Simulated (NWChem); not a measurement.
## Correlation energy of hydrogen sulfide (H₂S)

SMILES: S
```xyz
3

S      0.0000     0.0000     0.1056
H     -0.9740     0.0000    -0.8447
H      0.9740     0.0000    -0.8447
```
Charge 0, spin multiplicity 1.

The numbers come from NWChem runs, not from measurements. All single points use one geometry, from PBE/def2-SVP, a minimum by its harmonic frequencies.

Basis set: cc-pVTZ. Each correlation energy counts from its own Hartree-Fock reference.

The correlated methods keep 5 core orbitals frozen. Coupled-cluster values serve here as a point of comparison, not as the truth.

Problem. One of these methods gave a correlation energy of -191.0 mHa. Which?
A) RI-MP2
B) CCSD
C) SCS-MP2
D) CR-CCSD[T]

Solution. A, RI-MP2. The others give -195.2 (SCS-MP2), -222.0 (CR-CCSD[T]), -215.1 (CCSD).
